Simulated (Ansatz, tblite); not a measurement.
# The cluster Cd2O2+: one state, many levels

How do method and basis change the picture of the cluster Cd2O2+ (doublet)?

Computed with Ansatz 0.2.0, Gaussian basis. Level: as each input shows.

Plan: GFN1-xTB, GFN2-xTB, PBE-D4/def2-TZVP, r2SCAN-D4/def2-TZVP, BLYP-D4/def2-TZVP, HF/def2-TZVP, BHLYP-D4/def2-TZVP, ωB97X-V/def2-TZVP, LDA/def2-TZVP, LC-ωPBE(0.10)/def2-TZVP, LC-ωPBE(0.15)/def2-TZVP, LC-ωPBE(0.20)/def2-TZVP, LC-ωPBE(0.30)/def2-TZVP, PBE-D4/def2-SVP, PBE0-D4/def2-SVP, CCSD(T)/def2-SVP, MP2/def2-TZVP, RPA/def2-TZVP.

3 further runs of the same task are left out: 3 set aside as unsound or not needed. Runs told in other sessions of the task aren't counted.

## 1. The structure

The doublet was relaxed beforehand with r2SCAN-D4/def2-TZVP. At that level it is the lowest of the isomers that a small search found.

4 atoms, charge 1, spin multiplicity 2.

Bond lengths: Cd1–Cd2 2.814 Å, O3–O4 1.222 Å.

Cd takes a core potential in the def2 sets. No spin-orbit coupling is included. The ion is computed in the gas phase, without counter-ions or solvent.

PBE0-D4/def2-TZVP was run before; its log isn't repeated, and its numbers join the tables.

## 2. GFN1-xTB

Tight binding, by tblite at 300 K electronic temperature and without a spin-polarisation term:

```python
tblite.interface.Calculator('GFN1-xTB', numbers, positions, charge=1, uhf=1).singlepoint()
```

Energy -285.8897 eV; 0.002 s.

## 3. GFN2-xTB

Tight binding, by tblite at 300 K electronic temperature and without a spin-polarisation term:

```python
tblite.interface.Calculator('GFN2-xTB', numbers, positions, charge=1, uhf=1).singlepoint()
```

Energy -237.0548 eV; 0.002 s.

## 4. PBE-D4/def2-TZVP

start.molden holds the orbitals of an earlier run on this state, given as this run's starting guess.

File in.yaml:

```yaml
crystal:
  periodic: [false, false, false]
  atoms:
    - {symbol: Cd, position_ang: [-1.437600, -1.236356, 0.058299]}
    - {symbol: Cd, position_ang: [-1.083363, 1.555202, 0.076109]}
    - {symbol: O, position_ang: [1.183608, -0.765339, -0.070569]}
    - {symbol: O, position_ang: [1.337355, 0.446503, -0.063829]}
basis:
  gaussian: {orbitals: def2-TZVP, initial_orbitals: start.molden}
total_charge: 1
magnetization: {spin_polarized: true, initial_magnetization: 1}
hamiltonian: {xc: pbe, dispersion: d4}
scf: {omitted_lower_state_checks: [starts]}
output: {orbitals: {seedname: orbitals}}
```

Command:

```bash
> ansatz run in.yaml --threads 4 --pin off --events-out ev --progress --plain --max-ram 3916MiB
```

Further steps of the session: r2SCAN-D4/def2-TZVP; BLYP-D4/def2-TZVP; HF/def2-TZVP; BHLYP-D4/def2-TZVP; ωB97X-V/def2-TZVP; LDA/def2-TZVP; LC-ωPBE(0.10)/def2-TZVP; LC-ωPBE(0.15)/def2-TZVP; LC-ωPBE(0.20)/def2-TZVP; LC-ωPBE(0.30)/def2-TZVP; PBE-D4/def2-SVP; PBE0-D4/def2-SVP; CCSD(T)/def2-SVP; MP2/def2-TZVP; RPA/def2-TZVP.

Q: Predict the results of all the runs planned. Wanted: gap in def2-TZVP, named functionals and Hartree-Fock, smallest and largest; correlation energy, CCSD(T)/def2-SVP; correlation energy, MP2/def2-TZVP; ⟨S²⟩ in def2-TZVP, named functionals and Hartree-Fock, smallest and largest; PBE0 total energy, smallest basis above largest.

As calculated:

| quantity | value |
| --- | --- |
| gap in def2-TZVP, named functionals and Hartree-Fock, smallest and largest | 0.98 eV (BLYP-D4), 7.22 eV (HF) |
| correlation energy, CCSD(T)/def2-SVP | -28.94 eV |
| correlation energy, MP2/def2-TZVP | -38.32 eV |
| ⟨S²⟩ in def2-TZVP, named functionals and Hartree-Fock, smallest and largest | 0.943, 1.838 |
| PBE0 total energy, smallest basis above largest | 7.11 eV (def2-SVP, def2-TZVP) |

What this shows: Over the named functionals and Hartree-Fock in def2-TZVP the gap runs from 0.98 eV (BLYP-D4) to 7.22 eV (HF); exact exchange widens it. Over the named functionals and Hartree-Fock in def2-TZVP spin contamination reaches 1.09 (HF), so some levels may describe another state. Notes on CCSD(T)/def2-SVP: spin contamination, state flagged by the program.
